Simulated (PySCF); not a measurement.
# C3H7NO (N-Methylacetamide): the cost of one run

Computed with PySCF 2.14.0, with density-fitted response routines of our own, on a single molecule in the gas phase. Atoms are numbered from 0 throughout.

## 1. The starting structure

12 atoms, charge 0, multiplicity 1; geometry from: MMFF94s. The atoms were then displaced at random by about 0.03 Å, so the start is not that level's minimum.

Bonds of the start (Å): C0–N1 1.50, N1–C2 1.41, C2–C3 1.36, C2–O4 1.22, C0–H5 1.17, C0–H6 1.10, C0–H7 1.02, N1–H8 0.96, C3–H9 1.19, C3–H10 1.12, C3–H11 1.09.

## 2. Relaxing the molecule at PBE0-D3(BJ)/def2-SVP

The job: settings as JSON, then the geometry in Å.

```
{"job": {"xc": "PBE0", "basis": "def2-SVP", "d3": "d3bj", "grid": 1, "shake": 0.03, "kind": "geom"}, "charge": 0, "multiplicity": 1}
C      1.943660     0.048810     0.158990
N      0.523110    -0.352130    -0.097490
C     -0.607340     0.426610     0.222200
C     -1.769830    -0.193070    -0.097530
O     -0.469030     1.528440     0.719270
H      2.060190     1.019440    -0.481940
H      2.024540     0.387320     1.201210
H      2.627690    -0.656320    -0.128870
H      0.395170    -1.222450    -0.472500
H     -2.645720     0.173960     0.621710
H     -1.847720    -1.295910     0.047150
H     -2.119250     0.052540    -1.097060
```

Run with:

```sh
OMP_NUM_THREADS=1 python probes_run.py task.json out
```

This one command runs all jobs of the session in turn.

Q: Estimate the wall time and peak memory of this first job on 1 thread of AMD EPYC 9R45, shared host.

About 49 s, with a peak of 0.42 GiB.
